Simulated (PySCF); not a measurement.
**SO2F2 (sulfuryl fluoride): levels of theory compared**

Wanted: a comparison of 5 runs (HF/STO-3G, HF/3-21G, HF/6-311G**, B3LYP/STO-3G, CCSD(T)/def2-SVP) of SO2F2 (sulfuryl fluoride). 

Program for the calculation: PySCF 2.14.0.

## Step 1: The molecule

The species is SO2F2 (5 atoms), meant as a singlet with charge 0. As SMILES, `O=S(=O)(F)F`. The shape is that of a PBE0-D4/def2-TZVP optimisation.

Bond lengths: O1–S2 1.404 Å, S2–O3 1.404 Å, S2–F4 1.539 Å, S2–F5 1.539 Å. Angles: O1–S2–O3 124.9°, O1–S2–F4 108.1°, O1–S2–F5 108.1°, O3–S2–F4 108.1°, O3–S2–F5 108.1°, F4–S2–F5 95.6°.

## Step 2: Energy and forces at HF/STO-3G (run 1)

calc.py

```python
import pyscf.grad
from pyscf import gto

molecule = gto.M(
    atom='''
O     -0.733592    -0.285538     2.686624
S      0.133982    -0.183114     0.181225
O      2.134635    -1.629322    -0.791228
F     -2.155989    -0.505691    -1.582457
F      0.620964     2.603665    -0.493974
''',
    charge=0,
    max_memory=1860,
    verbose=3,
    spin=0,
    basis='sto-3g',
    unit='bohr',
)

mf = molecule.RHF()
mf.conv_tol = 1e-10
mf.kernel()
if not mf.converged:
    mf = mf.newton().run(mf.mo_coeff, mf.mo_occ)

e_tot = mf.e_tot
print('Final energy', e_tot)
grad = mf.Gradients().kernel()
mf.analyze()
```

Started as:

```bash
$ OMP_NUM_THREADS=1 python calc.py
```

The log of the run:

```text
converged SCF energy = -736.447247171979
Final energy -736.4472471719793
--------------- RHF gradients ---------------
         x                y                z
0 O     0.0784698430     0.0076051821    -0.2218898624
1 S     0.0246826291    -0.0337678792     0.0333073220
2 O    -0.1773321292     0.1274719026     0.0882553021
3 F     0.0893181317     0.0078038169     0.0706506517
4 F    -0.0151384745    -0.1091130224     0.0296765867
----------------------------------------------
**** MO energy ****
MO #1   energy= -91.3696272269502  occ= 2
MO #2   energy= -25.981385792623   occ= 2
MO #3   energy= -25.9811745915964  occ= 2
MO #4   energy= -20.1612802874463  occ= 2
MO #5   energy= -20.1612583887974  occ= 2
MO #6   energy= -9.20774112536738  occ= 2
MO #7   energy= -6.84446645971347  occ= 2
MO #8   energy= -6.84176639501255  occ= 2
MO #9   energy= -6.84055767921642  occ= 2
MO #10  energy= -1.67593385528632  occ= 2
MO #11  energy= -1.58135503779304  occ= 2
MO #12  energy= -1.41945856337295  occ= 2
MO #13  energy= -1.33499650235912  occ= 2
MO #14  energy= -0.850231739920527 occ= 2
MO #15  energy= -0.75035602266127  occ= 2
MO #16  energy= -0.666729310894591 occ= 2
MO #17  energy= -0.651616516616608 occ= 2
MO #18  energy= -0.569553410358903 occ= 2
MO #19  energy= -0.55212100126414  occ= 2
MO #20  energy= -0.538682156920032 occ= 2
MO #21  energy= -0.471679121530728 occ= 2
MO #22  energy= -0.395516800636392 occ= 2
MO #23  energy= -0.380726745610884 occ= 2
MO #24  energy= -0.364961434693887 occ= 2
MO #25  energy= -0.35561107540304  occ= 2
MO #26  energy= 0.347935347584228  occ= 0
MO #27  energy= 0.379944094603829  occ= 0
MO #28  energy= 0.506138757610631  occ= 0
MO #29  energy= 0.681963691397538  occ= 0
 ** Mulliken atomic charges  **
charge of    0O =     -0.56617
charge of    1S =      1.60779
charge of    2O =     -0.56618
charge of    3F =     -0.23772
charge of    4F =     -0.23772
Dipole moment(X, Y, Z, Debye): -0.66642,  0.91079, -0.90184
```

Run time: 1.3 s. Hardware: 1 thread of Arm Neoverse V1, shared host; peak memory 0.11 GiB.

## Step 3: Energy and gradient at HF/3-21G (run 2)

run.py

```python
import pyscf.grad
from pyscf import gto

mol = gto.Mole()
mol.atom = '''
O     -0.388200    -0.151100     1.421700
S      0.070900    -0.096900     0.095900
O      1.129600    -0.862200    -0.418700
F     -1.140900    -0.267600    -0.837400
F      0.328600     1.377800    -0.261400
'''
mol.basis = '3-21g'
mol.max_memory = 1860
mol.charge = 0
mol.verbose = 4
mol.build()

calc0 = mol.RHF()
calc0.conv_tol = 1e-10
calc0.kernel()
if not calc0.converged:
    calc0 = calc0.newton().run(calc0.mo_coeff, calc0.mo_occ)

etot = calc0.e_tot
print('E = %.10f Eh' % etot)
grad = calc0.Gradients().kernel()
calc0.analyze()
```

Started as:

```bash
$ OMP_NUM_THREADS=1 python run.py
```

The log of the run:

```text
PySCF version 2.14.0

[... 77 lines left out ...]
Two-electron Coulomb Energy =          632.949419198406190
[... 11 lines left out ...]
MO #9   energy= -7.02472183413986  occ= 2
[... 9 lines left out ...]
MO #19  energy= -0.748441804270731 occ= 2
[... 9 lines left out ...]
MO #29  energy= 0.359000503135297  occ= 0
[... 9 lines left out ...]
MO #39  energy= 1.9058770502058    occ= 0
[... 9 lines left out ...]
MO #49  energy= 4.21383620736722   occ= 0
[... 57 lines left out ...]
Dipole moment(X, Y, Z, Debye): -0.48861,  0.66772, -0.66142
```

It took 1.4 s on 1 thread of Arm Neoverse V1, shared host; peak memory 0.12 GiB.

Runs 3 to 4 aren't shown in full; the table further down has their settings and results.

## Step 4: The energy at CCSD(T)/def2-SVP (run 5)

start.xyz

```xyz
5

O     -0.388200    -0.151100     1.421700
S      0.070900    -0.096900     0.095900
O      1.129600    -0.862200    -0.418700
F     -1.140900    -0.267600    -0.837400
F      0.328600     1.377800    -0.261400
```

input.py

```python
from pyscf import gto, scf, cc

system = gto.M(
    atom='start.xyz',
    basis='def2-svp',
    max_memory=1860,
    verbose=4,
)

myscf = scf.RHF(system)
myscf.conv_tol = 1e-10
myscf.kernel()
if not myscf.converged:
    myscf = myscf.newton().run(myscf.mo_coeff, myscf.mo_occ)

mycc = cc.CCSD(myscf, frozen=9)
mycc.kernel()
e_t = mycc.ccsd_t()
e_tot = mycc.e_tot + e_t
print(f'total energy: {e_tot:.8f} hartree')
myscf.analyze()
```

Started as:

```bash
$ OMP_NUM_THREADS=1 python input.py
```

The log of the run:

```text
PySCF version 2.14.0

[... 96 lines left out ...]
Two-electron Coulomb Energy =          634.960827136414991
[... 16 lines left out ...]
MO #14  energy= -0.994714295773971 occ= 2
[... 14 lines left out ...]
MO #29  energy= 0.356755961553361  occ= 0
[... 14 lines left out ...]
MO #44  energy= 1.37446245035409   occ= 0
[... 14 lines left out ...]
MO #59  energy= 2.95967661362237   occ= 0
[... 14 lines left out ...]
MO #74  energy= 3.95460394295475   occ= 0
[... 82 lines left out ...]
Dipole moment(X, Y, Z, Debye): -0.51962,  0.71002, -0.70342
```

Run time: 23 s. Hardware: 1 thread of Arm Neoverse V1, shared host; peak memory 0.28 GiB.

## Step 5: Overview of the runs

```csv
run,level,integration grid,task,energy (Eh),dipole moment (D) of the reference,HOMO energy (eV),LUMO energy (eV),wall time
1,HF/STO-3G,–,gradient,-736.447247,1.44,-9.68,9.47,1.3 s
2,HF/3-21G,–,gradient,-741.948966,1.06,-15.04,4.67,1.4 s
3,HF/6-311G**,–,gradient,-746.122676,1.08,-15.19,5.16,6.9 s
4,B3LYP/STO-3G,5,gradient,-738.440024,1.16,-4.56,4.91,6.9 s
5,CCSD(T)/def2-SVP,–,energy,-746.512060,1.13,-15.14,5.65,23 s
```

## Step 6: Summary of results

| quantity | value |
| --- | --- |
| run 5: total energy | -746.51206 Eh |
| run 5: dipole moment (Hartree–Fock density) | 1.13 D |
| run 5: HOMO energy (Hartree–Fock orbitals) | -15.14 eV |
| run 5: LUMO energy (Hartree–Fock orbitals) | 5.65 eV |
| run 5: HOMO–LUMO gap (Hartree–Fock orbitals) | 20.79 eV |
| run 5: correlation energy (9 core orbitals frozen) | -904.0 mEh |
| run 5: (T) correction | -22.44 mEh |
| run 5: T1 diagnostic | 0.014 |

**Reading.** Over runs 1, 2, 3, 4 the dipole moment (its size) runs from 1.06 D (HF/3-21G) to 1.44 D (HF/STO-3G). Over runs 1, 2, 3, 4 the HOMO–LUMO gap runs from 9.47 eV (B3LYP/STO-3G) to 20.35 eV (HF/6-311G**). The two ends differ in method and basis. In runs 1, 4 the basis is minimal, so the values are rough. All runs together took 39 s, the longest 23 s.
